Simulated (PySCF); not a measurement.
LiH, SMILES [LiH].

Coordinates come from a PBE0-D3(BJ)/def2-TZVPD optimisation.

Two levels are set side by side: TDA-PBE/def2-TZVPD (PySCF) and TDA-B3LYP/def2-TZVPD (PySCF). Vertical, same geometry. The lowest singlet is HOMO→LUMO 95 % with PBE and HOMO→LUMO 97 % with the other functional; states are paired by order. Differences are taken from unrounded values.

```json
[
 {"quantity": "lowest singlet excitation (eV)", "TDA-B3LYP": "3.32", "TDA-PBE": "3.10", "TDA-PBE minus TDA-B3LYP": "-0.22"},
 {"quantity": "lowest triplet excitation (TDA) (eV)", "TDA-B3LYP": "2.71", "TDA-PBE": "2.44", "TDA-PBE minus TDA-B3LYP": "-0.28"},
 {"quantity": "first bright state (f over 0.05) (eV)", "TDA-B3LYP": "3.32", "TDA-PBE": "3.10", "TDA-PBE minus TDA-B3LYP": "-0.22"},
 {"quantity": "its oscillator strength", "TDA-B3LYP": "0.08", "TDA-PBE": "0.08", "TDA-PBE minus TDA-B3LYP": "0.00"}
]
```

Functionals without exact exchange tend to place singlet excitations lower, as here. Differences between two approximate levels are no errors against the true value.
